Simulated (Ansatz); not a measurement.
**BNH6 (SMILES [BH3-][NH3+]): CCSDTQ/STO-3G**

What is the energy change on altering one bond length of BNH6 at CCSDTQ/STO-3G? 

Program for the calculation: Ansatz 0.2.0.

48 further runs of the same task are left out: 2 that didn't finish, 46 set aside as unsound or not needed.

## (1) Starting point

The species is BNH6 (8 atoms), meant as a singlet with charge 0. SMILES: `[BH3-][NH3+]`. The coordinates come from a PBE0-D4/def2-TZVP relaxation.

Bond lengths: B1–N2 1.639 Å, B1–H3 1.212 Å, B1–H4 1.212 Å, B1–H5 1.212 Å, N2–H6 1.015 Å, N2–H7 1.015 Å, N2–H8 1.015 Å. Some angles: B1–N2–H6 110.9°, B1–N2–H7 110.9°, B1–N2–H8 110.9°, N2–B1–H3 105.3°, N2–B1–H4 105.3°, N2–B1–H5 105.3°, H6–N2–H7 108.0°, H6–N2–H8 108.0°, H7–N2–H8 108.0°, H3–B1–H4 113.3°.

## (2) The energy at CCSDTQ/STO-3G

input.yaml reads:

```yaml
crystal:
  periodic: [false, false, false]
  atoms:
    - {symbol: B, position_ang: [-0.191300, 0.250800, -0.775400]}
    - {symbol: N, position_ang: [0.206500, -0.255100, 0.731700]}
    - {symbol: H, position_ang: [-0.078200, -0.728400, -1.481000]}
    - {symbol: H, position_ang: [-1.332600, 0.649700, -0.687200]}
    - {symbol: H, position_ang: [0.604400, 1.126600, -1.038400]}
    - {symbol: H, position_ang: [0.140800, 0.507000, 1.398700]}
    - {symbol: H, position_ang: [1.156600, -0.611300, 0.755300]}
    - {symbol: H, position_ang: [-0.414000, -0.996500, 1.040500]}
basis:
  gaussian: {orbitals: STO-3G}
accuracy: high
correlation: {method: ccsdtq, frozen_orbitals: {B: 1, H: 0, "N": 1}}
magnetization: {spin_polarized: false}
scf: {omitted_lower_state_checks: [cluster_reference, increment]}
```

Launch:

```
$ ansatz run input.yaml --threads 1 --pin off --max-ram 2610MiB --events-out events.jsonl --progress --plain --runs-dir runs
```

What it wrote, cut to the lines that bear on the results:

```text
Warning: RAYON_NUM_THREADS=1 ignored (pool sized by the plan → 1); use --threads N
Functional definition: HF
  name "HF"
[...]
276 factors; integrals over basis functions are off by at most 8.0e-9 eV
[...]
mean field -2220.28457934 eV, -81.5939533279 hartree, gradient 1.5e-8 eV, S^2 0.000000; 0 other end points of the search recorded, 0 dependent functions left out
2 core orbitals not correlated: weight in the atoms' cores, before any rotation towards them, 1.000 or more for the frozen orbitals, at most 0.000 for the correlated occupied ones
reference -2220.28457934 eV, -81.5939533279 hartree; 7, 7 occupied and 7, 7 virtual orbitals, 276 factors
second order -2.71598832 eV of doubles, -0.00000000 eV of singles
cycle   1  -3.33584775 eV  change   -6.2e-1 eV  update   5.7e-2
[...]
cycle  20  -3.67363332 eV  change   6.7e-11 eV  update  5.3e-10
Total energy: -2223.95821266 eV, -81.7289568624 hartree
Checks for a lower state left out: cluster_reference, increment
```

Run time: 6.6 s. Hardware: 1 thread of Arm Neoverse V1, shared host; peak memory 0.13 GiB.

## (3) The distorted shape at the same level

input.yaml reads:

```yaml
crystal:
  periodic: [false, false, false]
  atoms:
    - {symbol: B, position_ang: [-0.390225, 0.031850, -0.709650]}
    - {symbol: N, position_ang: [0.007575, -0.474050, 0.797450]}
    - {symbol: H, position_ang: [-0.277125, -0.947350, -1.415250]}
    - {symbol: H, position_ang: [-1.531525, 0.430750, -0.621450]}
    - {symbol: H, position_ang: [0.604400, 1.126600, -1.038400]}
    - {symbol: H, position_ang: [-0.058125, 0.288050, 1.464450]}
    - {symbol: H, position_ang: [0.957675, -0.830250, 0.821050]}
    - {symbol: H, position_ang: [-0.612925, -1.215450, 1.106250]}
basis:
  gaussian:
    orbitals: STO-3G
correlation:
  method: ccsdtq
  frozen_orbitals: {B: 1, H: 0, "N": 1}
accuracy: high
scf:
  omitted_lower_state_checks: [cluster_reference, increment]
```

Launch:

```
$ ansatz run input.yaml --threads 1 --pin off --max-ram 2610MiB --events-out events.jsonl --progress --plain --runs-dir runs
```

What it wrote, cut to the lines that bear on the results:

```text
Warning: RAYON_NUM_THREADS=1 ignored (pool sized by the plan → 1); use --threads N
[... 2 set-up lines as earlier in the session ...]
[...]
276 factors; integrals over basis functions are off by at most 1.3e-8 eV
[...]
mean field -2218.95750610 eV, -81.5451842856 hartree, gradient 1.4e-8 eV, S^2 0.000000; 0 other end points of the search recorded, 0 dependent functions left out
2 core orbitals not correlated: weight in the atoms' cores, before any rotation towards them, 1.000 or more for the frozen orbitals, at most 0.000 for the correlated occupied ones
reference -2218.95750610 eV, -81.5451842856 hartree; 7, 7 occupied and 7, 7 virtual orbitals, 276 factors
second order -2.90810176 eV of doubles, -0.00000000 eV of singles
cycle   1  -3.59317835 eV  change   -6.9e-1 eV  update   6.4e-2
[...]
cycle  20  -3.99150942 eV  change   4.2e-11 eV  update   1.3e-9
Total energy: -2222.94901552 eV, -81.6918695512 hartree
Checks for a lower state left out: cluster_reference, increment
```

It took 7.8 s on 1 thread of Arm Neoverse V1, shared host; peak memory 0.13 GiB.

## (4) Outcome

At CCSDTQ/STO-3G, 2 core orbitals frozen:

| quantity | value |
| --- | --- |
| first shape: total energy | -81.72896 Eh |
| first shape: correlation energy (2 core orbitals frozen) | -135.0 mEh |
| first shape: T1 diagnostic | 0.004 |
| distorted shape: total energy | -81.69187 Eh |
| distorted shape: correlation energy (2 core orbitals frozen) | -146.7 mEh |
| distorted shape: T1 diagnostic | 0.005 |
| energy change with the B1–H5 bond stretched from 1.212 to 1.515 Å | 1.009 eV |

What this shows: With the B1–H5 bond stretched from 1.212 to 1.515 Å the energy rises by 1.01 eV (97 kJ/mol). The first shape isn't relaxed at this level, so the change isn't measured from a minimum. The minimal basis adds a large error of its own.
